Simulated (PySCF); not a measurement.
## Vertical excitation energies

Species: CH₃ClO₂S.
Z-matrix (Å and degrees, PBE0-D3(BJ)/def2-SVP geometry), rows numbered from 1:
```
C 
S   1  1.7747
O   2  1.4446  1  109.32
O   2  1.4448  1  109.33  3  -136.10
Cl  2  2.0997  1   99.15  3   111.95
H   1  1.0959  2  108.30  3  -173.88
H   1  1.0959  2  108.33  3   -51.90
H   1  1.0993  2  105.29  3    67.11
```

Computed, not measured: TDDFT PBE0/def2-SVPD, vertical, gas phase, core orbitals frozen in the response (PySCF).

```json
{"state": "S1", "E (eV)": "5.49", "ν̃ (cm⁻¹)": "44310", "f": "0.0036", "symmetry": "A″", "main configurations (H = HOMO, L = LUMO)": "H→L (97%)"}
{"state": "S2", "E (eV)": "5.99", "ν̃ (cm⁻¹)": "48340", "f": "0.0034", "symmetry": "A′", "main configurations (H = HOMO, L = LUMO)": "H-2→L (61%), H-1→L (37%)"}
{"state": "S3", "E (eV)": "6.21", "ν̃ (cm⁻¹)": "50080", "f": "0.0035", "symmetry": "A″", "main configurations (H = HOMO, L = LUMO)": "H-3→L (95%)"}
{"state": "S4", "E (eV)": "6.35", "ν̃ (cm⁻¹)": "51220", "f": "0.059", "symmetry": "A′", "main configurations (H = HOMO, L = LUMO)": "H-1→L (45%), H-2→L (34%), H-4→L (19%)"}
{"state": "S5", "E (eV)": "7.18", "ν̃ (cm⁻¹)": "57880", "f": "0.011", "symmetry": "A″", "main configurations (H = HOMO, L = LUMO)": "H-5→L (94%)"}
{"state": "S6", "E (eV)": "7.51", "ν̃ (cm⁻¹)": "60590", "f": "0.204", "symmetry": "A′", "main configurations (H = HOMO, L = LUMO)": "H-4→L (73%), H-1→L (13%)"}
{"state": "S7", "E (eV)": "8.12", "ν̃ (cm⁻¹)": "65470", "f": "0.0003", "symmetry": "–", "main configurations (H = HOMO, L = LUMO)": "H→L+1 (90%)"}
{"state": "S8", "E (eV)": "8.50", "ν̃ (cm⁻¹)": "68550", "f": "0.040", "symmetry": "A′", "main configurations (H = HOMO, L = LUMO)": "H-1→L+1 (81%)"}
{"state": "S9", "E (eV)": "8.70", "ν̃ (cm⁻¹)": "70150", "f": "0.0088", "symmetry": "A″", "main configurations (H = HOMO, L = LUMO)": "H-3→L+1 (82%)"}
{"state": "S10", "E (eV)": "8.79", "ν̃ (cm⁻¹)": "70880", "f": "0.053", "symmetry": "A′", "main configurations (H = HOMO, L = LUMO)": "H-2→L+1 (85%), H-1→L+1 (9%)"}
```

Triplets (Tamm–Dancoff): T1 4.81 eV, H→L (97%); T2 5.18 eV, H-1→L (93%); T3 5.38 eV, H-2→L (93%); T4 5.82 eV, H-3→L (96%).

The lowest singlet lies at 5.49 eV (226 nm, ultraviolet) and is very weak; its leading configuration is HOMO→LUMO (97%). The strongest level in the table is S6 at 7.51 eV (165 nm, f = 0.204). Löwdin shares by element: HOMO chlorine 54%, oxygen 45%; LUMO chlorine 41%, sulfur 28%, oxygen 22%. Of the 10 states listed, 5 reach f = 0.01 and 1 stays under 0.0005. Weighted by f, the mean energy of these states is 7.59 eV. The oscillator strengths of these states sum to 0.387; summed over the whole spectrum of an exact calculation they would give the number of electrons, 58 (Thomas–Reiche–Kuhn). The vertical ionisation energy (ΔSCF) is 11.56 eV, 2.78 eV above S10. Symmetry labels in Cs follow from the direction of the transition dipole and are given only for states with f of 0.002 or more. Only the lowest 10 singlets were computed, as vertical energies without vibronic structure.

The run took 74 s of wall time (grids of density and orbitals included) on an Arm Neoverse V2 with one thread, no GPU, shared host with 192 logical CPUs at a one-minute load of 42, and the process peaked at 0.65 GiB of memory.
